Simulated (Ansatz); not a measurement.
Task: a ranking of conformers of C5H10S, SMILES C=CCCCS, with Ansatz 0.2.0, Python API. Give the script and its output. Use (for the species named): MP2, 6-31G* basis, multiplicity 1.

The script, `conformers_c5h10s.py`:
```python
# -*- coding: utf-8 -*-
"""Rank force-field conformers of C5H10S by single points."""

import logging
import sys

import ansatz as az
from rdkit import Chem
from rdkit.Chem import AllChem

logging.basicConfig(stream=sys.stdout, format="%(levelname)s:%(name)s:%(message)s")
logger = logging.getLogger("ansatz_job")
logger.setLevel(logging.INFO)

params = {
    "basis_set": "6-31G*",
    "method": "mp2",
}


def main():
    rd = Chem.AddHs(Chem.MolFromSmiles("C=CCCCS"))
    ids = list(AllChem.EmbedMultipleConfs(rd, numConfs=20, randomSeed=557, pruneRmsThresh=0.4))
    field = [energy for _, energy in AllChem.MMFFOptimizeMoleculeConfs(rd)]
    distinct = {round(e, 2): i for i, e in zip(ids, field)}
    chosen = sorted(distinct.items())[:5]
    found = []
    for force_field, index in chosen:
        c5h10s = az.Crystal.molecule()
        for atom, xyz in zip(rd.GetAtoms(), rd.GetConformer(index).GetPositions()):
            c5h10s = c5h10s.atom(atom.GetSymbol(), xyz.round(5).tolist())
        calculation = c5h10s.calculation()
        calculation = calculation.basis(gaussian=params["basis_set"])
        calculation = calculation.correlation(params["method"])
        found.append(calculation.run().report["free_energy_ev"])
    logger.info("conformer   MMFF (kcal/mol)   this level (kcal/mol)")
    for (force_field, index), e in zip(chosen, found):
        logger.info(f"{index:9d} {force_field - chosen[0][0]:17.2f} {23.060548 * (e - min(found)):17.3f}")


if __name__ == "__main__":
    main()
```

Output of `python conformers_c5h10s.py`:
```text
INFO:ansatz_job:conformer   MMFF (kcal/mol)   this level (kcal/mol)
INFO:ansatz_job:        8              0.00             0.472
INFO:ansatz_job:        0              0.08             0.530
INFO:ansatz_job:        5              0.24             0.746
INFO:ansatz_job:       10              0.43             0.000
INFO:ansatz_job:        6              0.52             0.999
```

The conformers keep their force-field geometries. Run time: 28 s on 1 thread of Arm Neoverse N1, on a shared host, peak memory 0.37 GiB.
